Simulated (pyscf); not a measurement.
Four-centre exchange: `[OH][SiH2][F]` + `[OH][SiH3]` -> `[OH][SiH2][O][SiH3]` + `[FH]`

Gas phase, singlet surface, charge 0. Bonds broken: Si2–F3, O7–H9. Bonds formed: Si2–O7, F3–H9. Structures and frequencies: ωB97X-D3(BJ)/def2-SVP in PySCF.

Transition state (Å):

```xyz
12

O     -2.8367    -0.8245    -0.0411
Si    -1.2920    -0.9904     0.5482
F     -0.7269    -1.2784    -1.2997
H     -2.9001    -1.1337    -0.9535
H     -0.6987    -2.3086     0.8729
H     -1.5000    -0.3278     1.8809
O     -0.0232     0.2550     0.0670
Si     0.2860     1.8235     0.6609
H     -0.0598    -0.2409    -0.9028
H     -0.9673     2.6167     0.6129
H      1.3198     2.4028    -0.2326
H      0.7823     1.6812     2.0497
```

One imaginary mode, 556i cm⁻¹; descent along it reached the two sides named, in the forms told below.

```
bond    change  reactant side (Å)  saddle  product side
------  ------  -----------------  ------  ------------
Si2–F3  breaks              1.644   1.954           3.0
O7–H9   breaks              0.966   1.090         1.714
Si2–O7   forms                2.9   1.842         1.692
F3–H9    forms              2.075   1.296         0.945
```

Electronic energies relative to the separated reactants (kJ/mol):

| level | barrier | reaction energy | reverse barrier |
|---|---|---|---|
| ωB97X-D3(BJ)/def2-TZVP | 88.6 | +21.4 | 67.2 |
| PBE/def2-TZVP | 85.2 | +34.3 | 50.9 |
| r²SCAN/def2-TZVP | 87.1 | +31.4 | 55.7 |
| B3LYP-D3(BJ)/def2-TZVP | 93.4 | +26.5 | 66.9 |
| PBE0-D3(BJ)/def2-TZVP | 85.8 | +25.4 | 60.4 |
| M06-2X/def2-TZVP | 91.6 | +25.1 | 66.5 |
| ωB97M-D3(BJ)/def2-TZVP | 93.2 | +28.3 | 64.9 |
| HF/def2-TZVP | 165.2 | +30.0 | 135.2 |

With ωB97M-D3(BJ)/def2-TZVP energies and thermal terms (ideal gas, 1 atm, RRHO with modes under 100 cm⁻¹ raised to 100, one conformer, R ln 2 for chiral ones without a mode under 150 cm⁻¹), in kJ/mol:

| T (K) | ΔH‡ | ΔG‡ | ΔH | ΔG |
|---|---|---|---|---|
| 298 | 91.7 | 145.8 | +27.8 | +35.2 |
| 600 | 91.9 | 200.7 | +30.3 | +41.6 |
| 900 | 93.8 | 254.7 | +32.0 | +46.9 |
| 1200 | 96.5 | 307.9 | +33.5 | +51.6 |

On the reactant side the descent ends in a complex (not fully relaxed), 18.0 kJ/mol under the separated species and 106.6 kJ/mol under the saddle at ωB97X-D3(BJ)/def2-TZVP. On the product side the descent ends in a complex, 32.4 kJ/mol under the separated species and 99.6 kJ/mol under the saddle at ωB97X-D3(BJ)/def2-TZVP. This is the saddle that the search found; another between the same sides may lie lower.
